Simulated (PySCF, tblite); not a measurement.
A set of runs on `C[CH]C(N)=O` [radical]; the geometry of each is named by its level. Settings lines and outputs come from a driver script.

Compound: C3H6NO (doublet state).
Numbering: `[CH3:1][CH:2][C:3]([NH2:4])=[O:5]` (hydrogens: H6, H7, H8 on C1; H9 on C2; H10, H11 on N4)

Step 1: GFN2-xTB geometry optimisation, gas phase (tblite 0.8.0) (from a force-field or distance-geometry start)
```json
{"job": {"kind": "relax", "xc": "GFN2-xTB", "basis": "xTB"}, "charge": 0, "multiplicity": 2}
```
```
step      E/eV     max force
  0    -444.60494    2.699
  1    -444.83307    1.726
  2    -444.98872    1.227
...
 94    -446.39183    0.026
 95    -446.39186    0.018
 96    -446.39192    0.013
 97    -446.39194    0.016
 98    -446.39195    0.006
```

Energy lowered by 41.2 kcal/mol over 98 steps; largest atomic force 0.006 eV/Å at the end. «max force» is the largest atomic force in eV/Å.

On one thread, Arm Neoverse V1 (aarch64), no GPU, shared host, this took 0.34 s wall.

Step 2: GFN2-xTB harmonic vibrations, gas phase (tblite 0.8.0) (on the GFN2-xTB geometry)
```json
{"job": {"kind": "ir", "xc": "GFN2-xTB", "basis": "xTB"}, "charge": 0, "multiplicity": 2}
```
```
(table of modes left out)
```

27 modes from 106 to 3556 cm⁻¹ (unscaled, harmonic); zero-point energy 53.5 kcal/mol; all wavenumbers are real at this level.

Hardware: Arm Neoverse V1, one thread, no GPU, on a shared host. Cost: 0.17 s wall.

Step 3: UKS B3LYP, pcH-1 on C H N O, non-relativistic, mean-field spin-orbit, GIAO (PySCF 2.14.0) (on the GFN2-xTB geometry)
```json
{"job": {"kind": "epr", "basis": "pcH-1"}, "charge": 0, "multiplicity": 2}
```
```
...
E = -247.90005117 Eh   <S^2> = 0.7557 (exact 0.7500)
g shifts (ppm)      1          2          3
  rmc          -169       -169       -169
  gc             -5         36         28
  oz_so          -6       1242       2502
  total        -180       1110       2361
hyperfine (MHz)  atom isotope    a_iso     a_fc   dipolar eigenvalues
    0   13C     -29.61     -29.61     -2.93      0.73      2.20
    1   13C      73.24      73.24    -71.32    -70.60    141.92
    2   13C     -37.62     -37.62     -6.55      0.87      5.68
    3   14N       1.19       1.19     -3.18     -2.50      5.68
    4   17O      -9.99      -9.99    -46.95     22.94     24.01
    5    1H     112.79     112.79     -5.16     -3.17      8.33
    6    1H       2.32       2.32     -4.06     -3.36      7.42
    7    1H     109.77     109.77     -5.14     -3.19      8.33
    8    1H     -54.66     -54.66    -33.44     -1.49     34.92
    9    1H      -5.76      -5.76     -4.05     -2.44      6.49
   10    1H      -3.96      -3.96     -3.97     -1.13      5.10
```

⟨S²⟩ 0.756; g_iso 2.0034. rmc, gc and oz_so are the mass-correction, gauge-correction and orbital-Zeeman/spin–orbit parts of the g shift along its three principal axes; a_iso is the isotropic hyperfine coupling and a_fc its Fermi-contact part. The log counts atoms from 0, this text from 1.

Hardware: one thread of an Arm Neoverse V1, shared host with 32 logical CPUs at a one-minute load of 26. Cost: 21 s of wall time (grids of density and orbitals included), 0.56 GiB resident at most.

Geometry of the electronic-property runs (GFN2-xTB):
```
atom  x, y, z in Å
C1    -1.7041   -0.0287    0.4587
C2    -0.2827    0.2782    0.6691
C3     0.7263   -0.3161   -0.1591
N4     2.0197    0.0325    0.1476
O5     0.4880   -1.1045   -1.0687
H6    -2.2691    0.8794    0.2310
H7    -1.8040   -0.7363   -0.3612
H8    -2.1496   -0.4486    1.3645
H9     0.0024    0.9609    1.4545
H10    2.7475   -0.2955   -0.4637
H11    2.2309    0.7812    0.7812
```

 (This holds for the electronic-property runs.)

One conformer stands for the species.
